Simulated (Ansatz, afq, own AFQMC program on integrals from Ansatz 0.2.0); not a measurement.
## Where AFQMC and coupled cluster stand for CPO, doublet

```yaml
atoms:
  - { symbol: O, position_ang: [0.0000, 0.0000, -1.2801] }
  - { symbol: C, position_ang: [0.0000, 0.0000, -0.1234] }
  - { symbol: P, position_ang: [0.0000, 0.0000, 1.4036] }
```

Connectivity, by distances: O–C–P.

Basis cc-pVDZ. Only valence electrons are correlated. Integrals, coupled cluster, full CI and functionals: Ansatz 0.2.0; the random walks run on the same integrals in our own AFQMC program. The CISD trial takes its coefficients from CCSD amplitudes. Released means that phaseless walkers are propagated on without the constraint, phases kept. Uncertainties: one standard error, sampling alone.

Determinant: UHF, the one that the program's search chose, which needn't be the lowest solution. The geometry is a point of a scan.

No full CI on the walks' own integrals is used here; CCSDT(Q) serves as the reference and is uncertain by about the last step of the cluster series.

Cautions: unrestricted determinant slightly spin contaminated (⟨S²⟩ 0.81 against 0.75).

* T1 diagnostic: 0.0243
* weight of the determinant in the CISD state: 0.840
* ⟨S²⟩ of the determinant: 0.812
* size of the correlated space: 15 electrons in 39 orbitals

Reference: CCSDT(Q), correlation energy -11.592 eV. The released energy is read at 2.40 1/Eh (meV from the phaseless value at times in 1/Eh: -20 ± 38 at 0.24, -19 ± 23 at 0.51, -69 ± 28 at 0.99, -26 ± 34 at 1.62, -31 ± 44 at 2.40).

```tsv
level	E − E(reference) (mEh)	share of correlation (%)
HF	426.02	0.00
MP2	38.65	90.93
CCSD	20.21	95.26
CCSD(T)	3.05	99.28
CCSDT	1.92	99.55
ph-AFQMC/CISD	2.16 ± 0.99	99.49
released AFQMC	1.02 ± 1.62	99.76
```

A walk keeps the symmetry of its determinant, which the program's search chose and which needn't be the lowest solution, so a lower state of the same spin and another symmetry isn't excluded. Released energies are given only where the last usable release times agree within the noise; a slower fall can still hide under it.
